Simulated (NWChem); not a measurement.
ammonia (NH₃); SMILES N

Computed with NWChem. The geometry was optimised at PBE0/def2-SVP. Level: M05-2X/def2-SVP with COSMO at NWChem's default radii, gas-phase geometry; rows give the dielectric constant.

```
dielectric constant  electrostatic solvation energy (kcal/mol)  dipole in solution (D)
-------------------  -----------------------------------------  ----------------------
1.5                                                       -1.7                    1.92
2.0                                                       -2.5                    1.97
4.8                                                       -4.1                    2.05
7.6                                                       -4.6                    2.08
78.4                                                (withheld)                    2.11
```

Q: What belongs in the gaps?

A: 
- 78.4, electrostatic solvation energy (kcal/mol): -5.3
